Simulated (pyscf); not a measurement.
`[O]=[Cr]([OH])([F])([F])[F]` → `[O]=[Cr](=[O])([F])[F]` + `[FH]`, an elimination (singlet surface; Cr–F, H–O broken, F–H formed). PySCF, gas phase, ωB97X-D3(BJ)/def2-SVP geometries. Energies in kcal/mol from the reactant's lowest minimum found.

AM1 to PM7: differences of heats of formation from MOPAC, which are fitted to 298 K values and so differ in kind from electronic energies by zero-point and thermal terms. 

Problem. Quick PM7 single points give ΔE‡ = 61.0 kcal/mol and ΔE = +31.2 kcal/mol. What does ωB97M-D3(BJ)/def2-TZVP give, and how far is the quick result from it?

Solution. ωB97M-D3(BJ)/def2-TZVP gives ΔE‡ = 11.4 kcal/mol and ΔE = -20.4 kcal/mol. PM7 lies 49.6 kcal/mol over it in the barrier and 51.6 kcal/mol over it in the reaction energy, so on this step it does not hold to within 3.0 kcal/mol. ωB97M-D3(BJ)/def2-TZVP has limits of its own. This is the saddle that the search found; another between the same sides may lie lower.
